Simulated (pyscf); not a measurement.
Thermochemistry of product channels of H₃C–SiH₃ + HCl on the singlet surface, in eV, from ωB97M-D3(BJ)/def2-TZVP energies (ideal gas, 1 atm, RRHO with modes under 100 cm⁻¹ raised to 100, one conformer, R ln 2 for chiral ones without a mode under 150 cm⁻¹). Optimised with ωB97X-D3(BJ)/def2-SVP in PySCF.

| products | ΔE | ΔH(298 K) | ΔG(298 K) | ΔG(1200 K) |
|---|---|---|---|---|
| CH₄ + H₃Si–Cl | -1.04 | -0.96 | -0.95 | -0.83 |
| H₃C–SiH₂–Cl + H₂ | -0.85 | -0.90 | -0.85 | -0.80 |

These are energies of the channels, which say nothing of barriers.
